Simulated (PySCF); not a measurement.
## S₂(OH): from structure and modes to constants

Computed with PySCF, UPBE0, basis S def2-TZVP, O def2-TZVP, H def2-TZVP (no relativity, density fitting).

The doublet minimum has Cs symmetry. Masses (u): S 31.97207, O 15.99492, H 1.00782.

```xyz
4
charge 0 multiplicity 2, angstrom
S     0.2561    0.2898   -0.6168
S    -1.1554   -0.2149    0.5617
O     1.7012   -0.1164    0.0528
H     1.5278   -0.5296    0.9115
```

Harmonic wavenumbers (cm⁻¹): 164.9 (a'', ×1), 299.6 (a', ×1), 681.4 (a', ×1), 780.3 (a', ×1), 1117.4 (a', ×1), 3764.9 (a', ×1).

Question: What is the harmonic zero-point energy?

Answer: Half the sum of all 6 wavenumbers, 6809/2 = 3404 cm⁻¹, which is 40.7 kJ/mol (1 cm⁻¹ = 0.0119627 kJ/mol).

Question: Give the standard entropy (298.15 K, 1 bar) by its translational, rotational, vibrational and spin parts, and Cp.

Answer: Sackur–Tetrode with M = 80.95 u gives 163.7; rotation with symmetry number 1 gives 100.1; vibration 18.9; spin R ln 2 = 5.8. The total is 288.5 J/(mol K), and Cp = 4 R + 22.5 = 55.7 J/(mol K).

This need not be the most stable arrangement of these atoms.
